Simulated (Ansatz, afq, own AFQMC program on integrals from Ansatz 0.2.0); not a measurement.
AFQMC on a folder of integrals that Ansatz 0.2.0 wrote.

```yaml
crystal:
  periodic: [false, false, false]
  atoms:
    - {symbol: Ge, position_ang: [0.000000, 0.065851, 0.523539]}
    - {symbol: N, position_ang: [0.000000, -0.258129, -2.393525]}
    - {symbol: H, position_ang: [0.000001, -1.296922, 1.283785]}
    - {symbol: H, position_ang: [0.825986, 0.069136, -2.876383]}
    - {symbol: H, position_ang: [-0.825986, 0.069134, -2.876383]}
basis:
  gaussian: {orbitals: cc-pVDZ}
magnetization: {spin_polarized: false, initial_magnetization: 2}
correlation: {method: ccsd_t, electrons: outside_noble_gas, hamiltonian_folder: ham}
```

```sh
$ ansatz run in.yaml --threads 1 --pin off --events-out ev --progress --plain --max-ram 1382MiB
```

Options of the walk:

```
--method phaseless --trial hf --walkers 120 --populations 1 --least-time 40 --time-step 0.005 --steps-per-block 20 --equilibration-blocks 160 --max-blocks 600 --target-error 0.00252 --factor-cut 1e-05 --start spin_pure --seed 3919 --taylor-order 6
```

Times are imaginary, in 1/Eh. The walk had a cap of 1833 s. Filled inner d shells are frozen with the cores.

Log:

```
orbitals 41  electrons 7 5  factors 312 of 595
reference energy -2131.43029162 Eh
CCSD correlation -0.25433110 Eh in 17 cycles, weight of the determinant in the CISD state 0.8790
energy of the start -2131.430325 Eh
 block  time / (1/Eh)  mean weight  energy / Eh
     1     0.100  1.0025  -2131.492888
     2     0.200  1.0014  -2131.528733
     3     0.300  1.0028  -2131.561117
     4     0.400  0.9992  -2131.575797
     5     0.500  1.0029  -2131.598566
     7     0.700  1.0019  -2131.613047
     9     0.900  0.9981  -2131.640419
    15     1.500  0.9985  -2131.684739
    43     4.300  0.9994  -2131.690734
    71     7.100  1.0005  -2131.683082
    99     9.900  0.9990  -2131.681559
   127    12.700  1.0013  -2131.695527
   155    15.500  1.0008  -2131.704204
   183    18.300  0.9991  -2131.690391
   211    21.100  1.0007  -2131.702426
   225    22.500  0.9990  -2131.713154
   239    23.900  0.9990  -2131.671616
   267    26.700  0.9978  -2131.681472
   295    29.500  0.9923  -2131.684083
   323    32.300  1.0016  -2131.696364
   351    35.100  0.9992  -2131.706598
   379    37.900  0.9987  -2131.691547
   407    40.700  0.9993  -2131.698447
   435    43.500  0.9992  -2131.685365
   463    46.300  1.0022  -2131.690075
   491    49.100  1.0010  -2131.684171
   505    50.500  0.9994  -2131.641602
   519    51.900  0.9988  -2131.677828
   547    54.700  0.9995  -2131.695838
blocks merged  error / Eh  count
     1  0.000801  400
     2  0.001047  200
     4  0.001339  100
     8  0.001649  50
    16  0.001843  25
    32  0.001885  12
energy -2131.690115 +/- 0.001843 Eh
(rows thinned)
```

The run passed its tests (sampling time, drift between the halves within three errors, error under three times the target), which doesn't prove that it has relaxed.

Against this walk (error 50.1 meV) on the same determinant: CCSD(T) 19.6 meV higher (within the noise), CCSDT(Q) 14.8 meV lower (within the noise), a separate phaseless walk with a CISD trial and standard settings 8.4 ± 52.3 meV lower (within the noise). The error is statistical and leaves out the bias of the constraint.

Cautions: constraint bias not in the error; no relativity below Rb; no spin-orbit coupling; inner d shell frozen; lower spins were not checked.

The walk took 2.8 min on 1 thread of Intel(R) Xeon(R) 6975P-C (Granite Rapids), on a shared host. The log's last line is the phaseless energy.

CCSDT and higher add their correlation energy to the determinant of the CCSD(T) run, since their own runs factorise the integrals more tightly (a shift of under 2 meV). A walk keeps the symmetry of its determinant, which the program's search chose and which needn't be the lowest solution, so a lower state of the same spin and another symmetry isn't excluded.
